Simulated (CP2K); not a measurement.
**HF/STO-3G run of AlH (SMILES [AlH])**

What is the vertical ionisation energy of AlH at HF/STO-3G? 

Program for the calculation: CP2K 2026.2.

1 further run of the same task is left out (set aside as unsound or not needed).

### Step 1. The system as given

AlH: 2 atoms, total charge 0, spin state singlet. As SMILES, `[AlH]`. Geometry: relaxed at PBE0-D4/def2-TZVP.

Bond lengths: Al1–H2 1.665 Å.

### Step 2. A single-point energy at HF/STO-3G

run.inp

```
&GLOBAL
    PROJECT run
    RUN_TYPE ENERGY
    PRINT_LEVEL MEDIUM
&END GLOBAL
&FORCE_EVAL
    METHOD QUICKSTEP
    &DFT
        BASIS_SET_FILE_NAME ./sto_3g.basis
        POTENTIAL_FILE_NAME POTENTIAL
        &QS
            METHOD GAPW
            EPS_DEFAULT 1.0E-10
        &END QS
        &MGRID
            CUTOFF 280
            REL_CUTOFF 50
            NGRIDS 4
        &END MGRID
        &POISSON
            PERIODIC NONE
            POISSON_SOLVER MULTIPOLE
        &END POISSON
        &SCF
            SCF_GUESS ATOMIC
            EPS_SCF 1.0E-06
            MAX_SCF 30
            &OT
                MINIMIZER DIIS
                PRECONDITIONER FULL_ALL
            &END OT
            &OUTER_SCF
                EPS_SCF 1.0E-06
                MAX_SCF 10
            &END OUTER_SCF
        &END SCF
        &XC
            &XC_FUNCTIONAL NONE
            &END XC_FUNCTIONAL
            &HF
                FRACTION 1
                &SCREENING
                    EPS_SCHWARZ 1.0E-10
                &END SCREENING
                &MEMORY
                    MAX_MEMORY 1050
                &END MEMORY
            &END HF
        &END XC
        &PRINT
            &MOMENTS
                PERIODIC F
                REFERENCE COM
                MAX_MOMENT 1
            &END MOMENTS
            &MO_CUBES
                NLUMO 1
                NHOMO -1
                WRITE_CUBE F
            &END MO_CUBES
            &LOWDIN ON
            &END LOWDIN
            &HIRSHFELD OFF
            &END HIRSHFELD
        &END PRINT
    &END DFT
    &SUBSYS
        &CELL
            ABC 7 7 8.7
            PERIODIC NONE
        &END CELL
        &COORD
            Al     0.000000     0.000000    -0.025640
            H      0.000000     0.000000     1.639110
        &END COORD
        &TOPOLOGY
            &CENTER_COORDINATES
            &END CENTER_COORDINATES
        &END TOPOLOGY
        &KIND Al
            BASIS_SET STO-3G
            POTENTIAL ALL
            LEBEDEV_GRID 194
            RADIAL_GRID 100
        &END KIND
        &KIND H
            BASIS_SET STO-3G
            POTENTIAL ALL
            LEBEDEV_GRID 194
            RADIAL_GRID 100
        &END KIND
    &END SUBSYS
&END FORCE_EVAL
```

Started as:

```bash
$ OMP_NUM_THREADS=1 cp2k.psmp run.inp > run.out
```

Standard output:

```text
CP2K| version string:                                       CP2K version 2026.2
[...]
 GLOBAL| Method name                                                        CP2K
[...]
 GLOBAL| Run type                                                         ENERGY
[...]
 DFT| Spin restricted Kohn-Sham (RKS) calculation                            RKS
 DFT| Multiplicity                                                             1
[...]
 DFT| Charge                                                                   0
[...]
 QS| Method:                                                                GAPW
[...]
 QS| Density cutoff [a.u.]:                                                140.0
[...]
 QS| Relative density cutoff [a.u.]:                                        25.0
[...]
                             - Atoms:                                          2
[...]
                             - Spherical basis functions:                     10
[...]
 Number of electrons:                                                         14
[...]
     1 OT DIIS     0.15E+00    0.2     2.46170648      -203.3232126982 -2.03E+02
[...]
     7 OT DIIS     0.15E+00    0.1     0.00000009      -239.4944541366  1.21E-11
  *** SCF run converged in     7 steps ***
[...]
  Overlap energy of the core charge distribution:               0.00000000069271
  Self energy of the core charge distribution:               -107.35274020283697
  Core Hamiltonian energy:                                   -128.13275095190028
  Hartree energy:                                              17.81600936218703
  Exchange-correlation energy:                                  0.00000000000000
  Hartree-Fock Exchange energy:                               -18.65917855272941
[...]
                     Mulliken Population Analysis
 #  Atom  Element  Kind  Atomic population                           Net charge
       1     Al       1         12.588135                              0.411865
       2     H        2          1.411865                             -0.411865
 # Total charge                             14.000000                  0.000000
[...]
  Dipole moment [Debye]
    X= -0.1549476E-06 Y=  0.2263805E-07 Z= -0.1301044E+01  Total=      1.3010444
[...]
 HOMO - LUMO gap [eV] :   13.563001
 ENERGY| Total FORCE_EVAL ( QS ) energy [hartree]           -239.494454136595778
[...]
```

It took 3.6 s on 1 thread of Arm Neoverse V2, shared host; peak memory 0.3 GiB.

### Step 3. The doublet cation at the same level

calc.inp

```
&FORCE_EVAL
  METHOD QS
  &DFT
    BASIS_SET_FILE_NAME ./sto_3g.basis
    POTENTIAL_FILE_NAME POTENTIAL
    CHARGE 1
    MULTIPLICITY 2
    UKS T
    # Quickstep
    &QS
      METHOD GAPW
      EPS_DEFAULT 1.0E-10
    &END
    &MGRID
      CUTOFF 280
      REL_CUTOFF 50
      NGRIDS 4
    &END
    &POISSON
      PERIODIC NONE
      POISSON_SOLVER MULTIPOLE
    &END
    &SCF
      SCF_GUESS ATOMIC
      EPS_SCF 1.0E-07
      MAX_SCF 150
      ADDED_MOS 10
      &DIAGONALIZATION
        ALGORITHM STANDARD
      &END
      &MIXING
        METHOD DIRECT_P_MIXING
        ALPHA 0.4
      &END
    &END
    &XC
      &XC_FUNCTIONAL NONE
      &END
      # exact exchange
      &HF
        FRACTION 1
        &SCREENING
          EPS_SCHWARZ 1.0E-10
          SCREEN_ON_INITIAL_P F
        &END
        &INTERACTION_POTENTIAL
          POTENTIAL_TYPE COULOMB
        &END
        &MEMORY
          MAX_MEMORY 1050
        &END
      &END
    &END
    &PRINT
      &MOMENTS
        PERIODIC F
        REFERENCE COM
        MAX_MOMENT 1
      &END
      &MO ON
        ENERGIES T
        OCCUPATION_NUMBERS T
        NDIGITS 6
        &EACH
          QS_SCF 0
        &END
        ADD_LAST NUMERIC
      &END
      &LOWDIN ON
      &END
      &HIRSHFELD OFF
      &END
    &END
  &END
  # structure
  &SUBSYS
    &CELL
      ABC [angstrom] 7 7 8.7
      PERIODIC NONE
    &END
    &COORD
      Al     0.000000     0.000000    -0.025640
      H      0.000000     0.000000     1.639110
    &END
    &TOPOLOGY
      &CENTER_COORDINATES
      &END
    &END
    &KIND Al
      BASIS_SET STO-3G
      POTENTIAL ALL
      LEBEDEV_GRID 194
      RADIAL_GRID 100
    &END
    &KIND H
      BASIS_SET STO-3G
      POTENTIAL ALL
      LEBEDEV_GRID 194
      RADIAL_GRID 100
    &END
  &END
&END

&GLOBAL
  PROJECT_NAME calc
  RUN_TYPE ENERGY
  PRINT_LEVEL MEDIUM
&END
```

Started as:

```bash
$ OMP_NUM_THREADS=1 cp2k.psmp -i calc.inp -o calc.out
```

Standard output (excerpt; [...] marks lines left out):

```text
CP2K| version string:                                       CP2K version 2026.2
[...]
 GLOBAL| Method name                                                        CP2K
[...]
 GLOBAL| Run type                                                         ENERGY
[...]
 DFT| Spin unrestricted (spin-polarized) Kohn-Sham calculation               UKS
 DFT| Multiplicity                                                             2
[...]
 DFT| Charge                                                                   1
[...]
 QS| Method:                                                                GAPW
[...]
 QS| Density cutoff [a.u.]:                                                140.0
[...]
 QS| Relative density cutoff [a.u.]:                                        25.0
[...]
                             - Atoms:                                          2
[...]
                             - Spherical basis functions:                     10
[...]
 Number of electrons:                                                          7
[...]
     1 P_Mix/Diag. 0.40E+00    0.2     0.36119674      -228.5435867187 -2.29E+02
[...]
    16 DIIS/Diag.  0.97E-07    0.1     0.00000006      -239.3743121476  1.71E-13
  *** SCF run converged in    16 steps ***
[...]
  Overlap energy of the core charge distribution:               0.00000000069271
  Self energy of the core charge distribution:               -107.35274020283697
  Core Hamiltonian energy:                                   -128.78522832578142
  Hartree energy:                                              18.41798579399280
  Exchange-correlation energy:                                  0.00000000000000
  Hartree-Fock Exchange energy:                               -18.31120728729687
[...]
  Ideal and single determinant S**2 :                    0.750000       0.796643
[...]
                     Mulliken Population Analysis
 #  Atom  Element  Kind  Atomic population (alpha,beta) Net charge  Spin moment
       1     Al       1         6.223061     5.725049     1.051890     0.498013
       2     H        2         0.776939     0.274951    -0.051890     0.501987
 # Total charge and spin        7.000000     6.000000     1.000000     1.000000
[...]
  Dipole moment [Debye]
    X= -0.5757637E-11 Y= -0.5779256E-11 Z= -0.7720972E+00  Total=      0.7720972
 ENERGY| Total FORCE_EVAL ( QS ) energy [hartree]           -239.374312147567309
[...]
```

Run time: 2.4 s. Hardware: 1 thread of Arm Neoverse V2, shared host; peak memory 0.31 GiB.

### Step 4. Results

At HF/STO-3G:

```
                                          quantity          value
                         singlet AlH: total energy  -239.49445 Eh
                        singlet AlH: dipole moment         1.30 D
                          singlet AlH: HOMO energy       -3.60 eV
                          singlet AlH: LUMO energy        9.96 eV
                        singlet AlH: HOMO–LUMO gap       13.56 eV
                      doublet cation: total energy  -239.37431 Eh
doublet cation: HOMO energy (highest over α and β)      -15.40 eV
 doublet cation: LUMO energy (lowest over α and β)       -2.93 eV
                              doublet cation: ⟨S²⟩          0.797
vertical ionisation energy (to the doublet cation)       3.269 eV
```

What this shows: The vertical ionisation energy comes to 3.27 eV (75 kcal/mol). −ε(HOMO) before ionisation, 3.60 eV, is 0.33 eV above this ionisation energy. In a minimal basis such a difference can be off by several eV, whatever the method.
